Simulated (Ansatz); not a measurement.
Consider the formal hydrolysis of a C–C bond: `COC(C)(F)F` + H₂O → CH₃OH + `COC(F)F`.

Calculated with Ansatz (gas phase, PBE0-D4/def2-TZVP geometries, no zero-point term in ΔE). CCSD(T)/CBS is the MP2 limit (def2-TZVPP, def2-QZVPP) plus CCSD(T) − MP2 in def2-TZVPP, frozen cores. This one scheme is used for every species. DFT in def2-TZVPP. Each species was taken in one conformer, which may not be the lowest.

CCSD(T)/CBS gives +84.3 kJ/mol.

Problem. Another level gave +83.8 kJ/mol. Which?
A. PBE-D4/def2-TZVPP
B. MP2/def2-TZVPP
C. HF/def2-TZVPP
D. CCSD(T)/def2-TZVPP

Solution. B. MP2/def2-TZVPP 83.8, PBE-D4 73.5, CCSD(T)/def2-TZVPP 79.1, HF/def2-TZVPP 61.9 kJ/mol.

Largest T1 diagnostic among the species: 0.011.

The D4 term adds +7.0 kJ/mol with B3LYP and +3.9 kJ/mol with PBE0; it sums over pairs of atoms, weighted by their polarisabilities, and B3LYP, whose exchange is more repulsive, gets the larger term. In def2-TZVPP, CCSD(T) changes the Hartree–Fock value by +17.2 kJ/mol (the triples alone add +2.0 kJ/mol) and MP2 by +21.9 kJ/mol.

B3LYP here is the variant with VWN-RPA as its local correlation; programs differ in this.
